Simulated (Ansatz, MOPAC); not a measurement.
Gas-phase reaction in SMILES: ClBr + [H][H] (H2) -> Br (HBr) + Cl (HCl)

Wanted: energy of full hydrogenation (enthalpy at 298 K), in kcal/mol. Set-up: no spin-orbit coupling; non-relativistic. Ab initio and DFT rows: single points at B3LYP-D3(BJ) geometries (Ansatz, a quantum-chemistry and plane-wave program), with unscaled harmonic terms from B3LYP/6-31G* (LANL2DZ past Ar) at its own minima. Semi-empirical rows: MOPAC heats of formation at their own minima for 298 K.

```
species      coefficient  E at HF/3-21G (Ansatz), Eh  E at B3LYP/def2-TZVPD (Ansatz), Eh  H(298 K) - E, kcal/mol  heat of formation at PM3 (MOPAC), kcal/mol
-----------  -----------  --------------------------  ----------------------------------  ----------------------  ------------------------------------------
ClBr                  -1                 -3017.31132                         -3034.39276                    2.82                                       -3.20
[H][H] (H2)           -1                    -1.12290                            -1.17969                    8.44                                      -13.39
Br (HBr)              +1                 -2560.62075                         -2574.78991                    5.49                                        5.31
Cl (HCl)              +1                  -457.86935                          -460.83688                    6.28                                      -20.47
```

Measured values: Active Thermochemical Tables 1.112 (ions: stationary electron), as tabulated in the package chemicals; they hold spin-orbit and core effects, anharmonicity.  Value to compare with, the measured value: -34.0 kcal/mol. 1 Eh = 627.5095 kcal/mol.

**Question.** Work the quantity out at each level, and compare with the measured value.

**Answer.** 
- HF/3-21G: the sum of coefficient times E is -0.05588 Eh, or -35.07 kcal/mol; the thermal terms add 0.51. Result: -34.6 kcal/mol. Its error against the measured value is -0.6 kcal/mol.
- B3LYP/def2-TZVPD: the sum of coefficient times E is -0.05434 Eh, or -34.10 kcal/mol; the thermal terms add 0.51. Result: -33.6 kcal/mol. Its error against the measured value is 0.4 kcal/mol.
- PM3: the sum of coefficient times heat of formation is 1.43 kcal/mol; it needs no thermal term. Its error against the measured value is 35.4 kcal/mol.
